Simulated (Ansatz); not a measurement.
Start from `[SiH3]P` and change one atom or group to get `[SiH3]P[SiH3]`.

Ansatz, PBE0-D4/def2-TZVP geometries, multiplicity 1. 

| property | `[SiH3]P` |
| --- | --- |
| HOMO energy (ωB97M-V/def2-TZVPP) / eV | -9.74 |
| LUMO energy (B3LYP/def2-TZVPP) / eV | 0.07 |
| zero-point energy (PBE0-D4/def2-TZVP) / kJ/mol | 110.3 |
| size of the dipole moment (ωB97M-V/def2-TZVPP) / D | 0.58 |
| HOMO–LUMO gap (B3LYP/def2-TZVPP) / eV | 7.49 |
| HOMO–LUMO gap (PBE/def2-TZVPP) / eV | 5.98 |

(1) What does the change do to each property? (Estimate.)

Results:

(1) The calculation gave: 
```tsv
property	`[SiH3]P[SiH3]`	shift
HOMO energy (ωB97M-V/def2-TZVPP) / eV	-9.57	0.17
LUMO energy (B3LYP/def2-TZVPP) / eV	-0.19	-0.26
zero-point energy (PBE0-D4/def2-TZVP) / kJ/mol	156.4	46.1
size of the dipole moment (ωB97M-V/def2-TZVPP) / D	0.55	-0.03
HOMO–LUMO gap (B3LYP/def2-TZVPP) / eV	7.10	-0.39
HOMO–LUMO gap (PBE/def2-TZVPP) / eV	5.61	-0.37
```

With PBE0 the HOMO rises by 0.13 eV and the LUMO falls by 0.30 eV, so the gap narrows by about 0.43 eV. PBE moves the HOMO by 0.08 eV and ωB97M-V by 0.17 eV. The zero-point energy changes by 46.1 kJ/mol with +9 modes. Dipoles are sizes alone; their direction can turn.

B3LYP here is the variant with VWN-RPA as its local correlation; programs differ in this.
